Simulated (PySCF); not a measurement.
Molecule: fulvene (SMILES C=C1C=CC=C1).

Bonds (- single, = double, # triple, : aromatic): C1=C2, C2-C3, C3=C4, C4-C5, C5=C6, C6-C2. C1 carries H7, H8; C3 carries H9; C4 carries H10; C5 carries H11; C6 carries H12.

Frames of a GFN2-xTB Langevin trajectory at 600 K; GIAO PBE0/pcSseg-1 shieldings in PySCF, gas phase, non-relativistic; equivalent atoms averaged within each frame.

Chemical shifts δ = σref − σ; ¹³C (σref 186.93) and ¹H (σref 31.72) vs TMS, all at this level. The references are static minima.

How do the shifts (ppm) fluctuate along the trajectory?

Answers


| time (fs) | C2 | C4/C5 | C3/C6 | C1 | H10/H11 | H9/H12 | H7/H8 |
| --- | --- | --- | --- | --- | --- | --- | --- |
| optimised geometry | 160.0 | 140.9 | 130.6 | 133.2 | 6.71 | 6.34 | 6.20 |
| 250 | 164.7 | 145.9 | 141.9 | 130.8 | 7.80 | 7.09 | 5.72 |
| 425 | 155.9 | 146.2 | 129.2 | 128.7 | 7.17 | 5.69 | 6.76 |
| 625 | 155.2 | 143.0 | 137.2 | 127.9 | 6.95 | 6.77 | 6.93 |
| 800 | 154.9 | 143.8 | 129.2 | 124.0 | 6.84 | 6.56 | 6.03 |
| 1000 | 163.3 | 146.2 | 133.0 | 134.6 | 7.15 | 7.09 | 6.74 |
| mean of frames | 158.8 | 145.0 | 134.1 | 129.2 | 7.18 | 6.64 | 6.44 |
| standard deviation | 4.8 | 1.5 | 5.5 | 3.9 | 0.37 | 0.58 | 0.53 |

5 frames give an uncertainty of the mean of about the standard deviation over 2.2 at best, since frames this close in time may not be independent; classical motion lacks zero-point vibration, and the reference would need the same averaging.
